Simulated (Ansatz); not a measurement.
Mulliken charges of `OC(O)(O)F` from r2SCAN/def2-TZVPP in Ansatz (PBE0-D4/def2-TZVP geometry).

| atom | x (Å) | y (Å) | z (Å) | charge (e) |
| --- | --- | --- | --- | --- |
| O1 | -0.740 | 0.925 | 0.671 | -0.307 |
| C2 | 0.089 | 0.174 | -0.106 | 0.504 |
| O3 | 1.244 | 0.042 | 0.601 | -0.307 |
| O4 | -0.463 | -1.035 | -0.492 | -0.330 |
| F5 | 0.328 | 0.806 | -1.293 | -0.209 |
| H6 | -1.563 | 1.036 | 0.184 | 0.216 |
| H7 | 1.848 | -0.481 | 0.064 | 0.216 |
| H8 | -0.652 | -1.524 | 0.316 | 0.216 |

Problem. By hand: the dipole of these point charges (1 e Å = 4.8032 D).

Solution. Σ q r = (-0.105, -0.245, 0.110) e Å, of length 0.288 e Å = 1.38 D.

Problem. How does the dipole of the full density compare? (An estimate is asked.)

Solution. The calculation gave: (-0.152, -0.347, 0.067) e Å, 1.85 D; the point charges give 0.75 times that, at 12° from its direction.

Point charges leave out the atoms' own dipoles, such as those of lone pairs, and Mulliken's split depends on the basis, so the two needn't agree.
